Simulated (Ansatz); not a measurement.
Rutile MnF2, treated with PBEsol in Ansatz (plane waves, PAW).

Numerical settings: plane-wave cutoff 520 eV, 8×8×10 k mesh (along the axes of the cell as run), Fermi–Dirac smearing 0.01 eV, spin-polarised with opposed moments, scalar-relativistic PAW data made under PBE.

The cell is scaled about its equilibrium volume:

Shape and atoms are relaxed at each volume.

| V (Å³/atom) | P (GPa) | direct gap at Γ (eV) | smallest gap on the k mesh (eV) | c (Å) |
|---|---|---|---|---|
| 12.340 | 4.17 | 2.101 | 1.959 | 3.249 |
| 12.597 | 1.96 | 2.110 | 2.004 | 3.260 |
| 12.854 | 0.00 | 2.108 | 2.037 | 3.272 |
| 13.111 | -1.75 | 2.100 | 2.036 | 3.285 |
| 13.368 | -3.30 | 2.095 | 2.037 | 3.294 |

The fundamental gap (2.04 eV at the equilibrium volume, with added k points) lies elsewhere than Γ–Γ.

Measured, for comparison: band gap 9.9 eV (temperature not stated, not corrected to a static lattice, the source doubts the polymorph; as tabulated in Das and Bazhirov (2019), arXiv:1808.05325).

Note: without U or exact exchange, gaps and moments of open d shells tend to come out too small; the bulk modulus comes from volumes at which shape and atoms were relaxed.

Ansatz is a program for electronic structure.
